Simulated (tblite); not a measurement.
Start geometry of `C(=C(/[S-])C)/C` from a force field or distance geometry (Å):
```
atom  x, y, z in Å
C1     1.948    0.223   -0.260
C2     0.479   -0.084   -0.419
C3    -0.488    0.119    0.496
C4    -1.912   -0.274    0.106
S5    -0.371    0.815    2.094
H6     2.196    0.675    0.698
H7     2.248    0.923   -1.052
H8     2.532   -0.688   -0.364
H9     0.230   -0.539   -1.364
H10   -2.588    0.584    0.125
H11   -2.307   -1.038    0.803
H12   -1.967   -0.717   -0.890
```

Question: What comes out of this run: GFN2-xTB geometry optimisation, gas phase (tblite 0.8.0)?

Answer: 
```
atom  x, y, z in Å
C1     1.9213    0.2276   -0.2506
C2     0.4818   -0.1133   -0.4681
C3    -0.4905    0.0994    0.4366
C4    -1.9166   -0.2810    0.1172
S5    -0.2509    0.7945    1.9902
H6     2.0239    0.6652    0.7404
H7     2.2840    0.9482   -0.9930
H8     2.5617   -0.6603   -0.3126
H9     0.2323   -0.5612   -1.4290
H10   -2.5599    0.5993    0.1755
H11   -2.2828   -1.0031    0.8497
H12   -2.0031   -0.7160   -0.8824
```

The energy falls by 0.086 eV over 26 L-BFGS steps, the largest force on an atom goes from 0.99 to 0.007 eV/Å, and the atoms move by 0.086 Å rms after alignment. The bond that changes most is C3–S5 (ends: fully substituted alkene carbon; sulfur bonded to C), which shortens by 0.028 Å. Bonds longer at the end by more than 0.005 Å: 2 of 11; shorter: 4. Among the angles that change most is C2–C1–H6, from 113.5° to 108.4°. Rotational constants go from 5051, 3204, 2010 to 5064, 3443, 2103 MHz. The orientation of the end geometry is arbitrary; only internal coordinates are fixed.

The run took 0.16 s on one thread, Arm Neoverse N1 (aarch64), shared host with 64 logical CPUs at a one-minute load of 23.

Its GFN2-xTB frequencies are all real (lowest 100 cm⁻¹).

All values are computed, not measured.
